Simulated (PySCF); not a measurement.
# Dipole moment and polarisability of `C[C@H](O)C(Cl)Cl`

Species: C3H6Cl2O.
Numbering: `[CH3:1][C@H:2]([OH:3])[CH:4]([Cl:5])[Cl:6]` (hydrogens: H7, H8, H9 on C1; H10 on C2; H11 on O3; H12 on C4)

Structure used (GFN2-xTB), in Å, numbered top down from 1:
```xyz
12
C3H6Cl2O angstrom
C     -0.9718   -1.0634    0.0108
C     -0.1525    0.1552    0.4201
O     -0.9864    1.2775    0.3337
C      1.0567    0.3392   -0.5101
Cl     2.1605   -1.0399   -0.4167
Cl     1.9426    1.8215   -0.0529
H     -0.3847   -1.9708    0.1055
H     -1.8432   -1.1267    0.6554
H     -1.3086   -0.9504   -1.0159
H      0.2214    0.0254    1.4486
H     -0.4770    2.0711    0.5450
H      0.7442    0.4607   -1.5496
```

Level: CAM-B3LYP/def2-SVPD (PySCF), static field, nuclei fixed, core orbitals frozen in the response. The polarisability tensor in these axes (au):

```
x   73.47  1.50 -1.88
y    1.50 78.50  2.44
z   -1.88  2.44 57.78
```

Diagonalise the tensor; give its mean and Δα, where Δα² is half the sum of the squared differences of the eigenvalues.

Principal values 57.24, 73.43 and 79.08 au; mean 69.92 au = 10.36 Å³ = 11.53 × 10⁻⁴⁰ C²·m²/J; Δα = 19.64 au (28 % of the mean).

What is the dipole moment, and where does it point?

(-0.42, -0.34, 0.00) D, 0.54 D in size, pointing from the negative to the positive side. Measured along this direction, the outermost atoms are Cl6 at the negative end and H8 at the positive end.

What would n − 1 = 2πNα be for an ideal gas of these molecules at 273.15 K and 1 atm, electronic part alone?

N = p/kT = 2.6868 × 10¹⁹ cm⁻³, so n − 1 = 2π × N × 10.36 × 10⁻²⁴ cm³ = 1749 × 10⁻⁶ at long wavelengths.

What depolarisation ratio follows for Rayleigh scattering of linearly polarised light, taking the static tensor?

ρ = 3Δα²/(45ᾱ² + 4Δα²) = 1156.8/(219970 + 1542.4) = 0.00522.

Along which axes do the principal values lie, and how far do the nuclei extend along each?

Largest value along (0.23, 0.97, 0.09), where the nuclei span 4.19 Å; middle along (0.97, -0.21, -0.15), 4.01 Å; least along (0.13, -0.12, 0.98), 2.94 Å. The response follows the extents in order.

Find the Langevin capture rate constant for H3+ (3.023 u) meeting this molecule (127.980 u), k = 2.342 × 10⁻⁹ cm³/s × √(α in Å³ / reduced mass in u).

The reduced mass is 2.95 u, so k = 4.39 × 10⁻⁹ cm³/s. The formula leaves out the permanent dipole, which adds to the capture rate.

What molar refraction does this α imply?

Lorentz–Lorenz: R = (4π/3)N_A α = 2.5225 cm³/(mol·Å³) × 10.36 Å³ = 26.1 cm³/mol, in the limit of long wavelengths.

Isolated species at its GFN2-xTB geometry (one conformer only).

The run behind these numbers computed excited states as well. Time: 57 s wall. Hardware: Arm Neoverse N1, one thread, shared host.
